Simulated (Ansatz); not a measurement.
# In2O3 (Ia-3, No. 206)

All values below come from r²SCAN+rVV10 (PAW; Ansatz, a program for electronic structure).

Run with plane-wave cutoff 560 eV, 6×6×6 k mesh, Fermi–Dirac smearing 0.01 eV, scalar-relativistic PAW data made under PBE.

Cell: relaxed at this level.

* **band gap**: 1.65 eV
* **equilibrium lattice constant a**: 10.130 Å

Measured, for comparison: band gap 2.93 ± 0.1 eV (room temperature, no zero-point or thermal correction; as tabulated in King et al. (2009), doi:10.1103/physrevb.79.205211).

Note: this cell isn't known to be the ambient phase, and symmetry holds it in the calculation.

Spin–orbit coupling is not included.

Static lattice: no zero-point or thermal effects.

The result took around 10 core-minutes (rough).
